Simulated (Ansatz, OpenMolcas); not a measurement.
**A ladder of methods for BN (SMILES B#N)**

The species is BN (2 atoms), meant as a triplet with charge 0. SMILES: `B#N`. The shape is that of a PBE0-D4/def2-TZVP optimisation.

```xyz
2

B     0.0000    0.0000   -0.0235
N     0.0000    0.0000    1.2919
```

Quantity: the energy change with the B1–N2 bond stretched from 1.315 to 1.903 Å, in eV. The values are calculated.

| level | kind | program | value (eV) |
| --- | --- | --- | --- |
| USVWN5/6-31G | LDA | Ansatz | 2.49 |
| U-revPBE/6-31G | GGA | Ansatz | 2.04 |
| U-r2SCAN/6-31G | meta-GGA | Ansatz | 2.24 |
| U-r2SCAN0/6-31G | hybrid meta-GGA | Ansatz | 2.12 |
| UBHLYP/6-31G | global hybrid | Ansatz | 1.88 |
| UB2PLYP/6-31G | double hybrid | Ansatz | 2.09 |
| UCCSD(T)/6-31G | coupled cluster or CI | Ansatz | 1.72 |
| UCCSDT(Q)/6-31G | coupled cluster or CI | Ansatz | 1.74 |
| FCI/STO-3G | exact in the basis | OpenMolcas | 2.24 |

The first shape isn't each level's own minimum. The values span 1.72 to 2.49 eV. Spin contamination of the reference (⟨S²⟩ at least 0.1 too high) touches U-r2SCAN/6-31G, U-r2SCAN0/6-31G, UCCSD(T)/6-31G, UCCSDT(Q)/6-31G. The coupled-cluster rows rest on a doubtful reference here (large T1 or Brueckner and Hartree–Fock orbitals at odds), and rows may lie in different states. All rows use very small basis sets, so none should be taken for the real molecule's value.
